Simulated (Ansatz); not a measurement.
Cost and result for the atomization energy of `C/N=C/S` (9 atoms, 8 bonds).

```
atom   x (Å)   y (Å)   z (Å)
  C1  -0.496  -0.275  -1.367
  N2   0.528   0.253  -0.507
  C3   0.347   0.188   0.733
  S4   1.556   0.814   1.839
  H5  -1.356  -0.694  -0.824
  H6  -0.851   0.515  -2.034
  H7  -0.067  -1.056  -2.001
  H8  -0.544  -0.247   1.204
  H9   0.883   0.501   2.957
```

The species carries charge 0 and has multiplicity 1. Geometry: relaxed with PBE0-D4/def2-TZVP. It is one conformer, not always the lowest. Program: Ansatz. All runs use 2 threads of an Arm Neoverse V1 on a shared host. Times are those of one run each, without the atoms' runs, and a repeat can differ threefold. Electronic energies, without spin–orbit coupling; frozen cores. CCSD(T)/CBS adds CCSD(T) − MP2 in def2-TZVPP to the MP2 limit, and its time is that of the two runs behind it. T1 = 0.013. B3LYP takes the VWN-RPA correlation (the form of Gaussian; ORCA's B3LYP/G). HSE06 is the plane-wave form, built on full-range PBE exchange.

CCSD(T)/CBS is a level of theory with its own doubt, some kJ/mol a heavy atom from the limit and from the frozen cores, so smaller differences don't rank the functionals.

```json
{"level": "LDA (SPW92)/def2-TZVPP", "functions": "205", "wall time": "1.4 s", "atomization (kJ/mol)": "3863.1", "difference from CCSD(T)/CBS": "548.4", "per bond": "68.6"}
{"level": "revPBE-D4/def2-TZVPP", "functions": "205", "wall time": "2.2 s", "atomization (kJ/mol)": "3349.5", "difference from CCSD(T)/CBS": "34.8", "per bond": "4.3"}
{"level": "PBE0-D4/def2-TZVPP", "functions": "205", "wall time": "2.8 s", "atomization (kJ/mol)": "3348.9", "difference from CCSD(T)/CBS": "34.2", "per bond": "4.3"}
{"level": "CCSD(T)/def2-SVP", "functions": "85", "wall time": "2.8 s", "atomization (kJ/mol)": "3125.7", "difference from CCSD(T)/CBS": "-189.0", "per bond": "-23.6"}
{"level": "HSE06-D4/def2-TZVPP", "functions": "205", "wall time": "3 s", "atomization (kJ/mol)": "3352.2", "difference from CCSD(T)/CBS": "37.5", "per bond": "4.7"}
{"level": "CAM-B3LYP-D4/def2-TZVPP", "functions": "205", "wall time": "3.3 s", "atomization (kJ/mol)": "3337.6", "difference from CCSD(T)/CBS": "22.9", "per bond": "2.9"}
{"level": "B3LYP-D4/def2-TZVPP (with forces)", "functions": "205", "wall time": "4.4 s", "atomization (kJ/mol)": "3337.4", "difference from CCSD(T)/CBS": "22.7", "per bond": "2.8"}
{"level": "r2SCANh-D4/def2-TZVPP", "functions": "205", "wall time": "4.8 s", "atomization (kJ/mol)": "3302.5", "difference from CCSD(T)/CBS": "-12.2", "per bond": "-1.5"}
{"level": "B2PLYP/def2-TZVPP", "functions": "205", "wall time": "5.5 s", "atomization (kJ/mol)": "3291.9", "difference from CCSD(T)/CBS": "-22.8", "per bond": "-2.9"}
{"level": "PBE-QIDH/def2-TZVPP", "functions": "205", "wall time": "5.5 s", "atomization (kJ/mol)": "3295.7", "difference from CCSD(T)/CBS": "-19.0", "per bond": "-2.4"}
{"level": "MP2/def2-QZVPP", "functions": "391", "wall time": "24 s", "atomization (kJ/mol)": "3325.2", "difference from CCSD(T)/CBS": "10.5", "per bond": "1.3"}
{"level": "CCSD(T)/def2-TZVPP", "functions": "205", "wall time": "82 s", "atomization (kJ/mol)": "3218.8", "difference from CCSD(T)/CBS": "-95.9", "per bond": "-12.0"}
{"level": "CCSD(T)/CBS(def2)", "functions": "–", "wall time": "110 s", "atomization (kJ/mol)": "3314.7", "difference from CCSD(T)/CBS": "0.0", "per bond": "0.0"}
```

From BLYP to BHLYP (50 % exact exchange), in def2-TZVPP and without D4, the atomization energy moves by −125.8 kJ/mol: exact exchange takes away binding that semilocal exchange gives to molecules. In def2-TZVPP, CCSD(T) changes the Hartree–Fock value by +923.1 kJ/mol (the triples alone add +62.2 kJ/mol) and MP2 by +972.7 kJ/mol; breaking electron pairs costs correlation energy, which Hartree–Fock lacks. The D4 term adds +24.6 kJ/mol with B3LYP and +12.8 kJ/mol with PBE0; it sums over pairs of atoms, weighted by their polarisabilities, and B3LYP, whose exchange is more repulsive, gets the larger term.
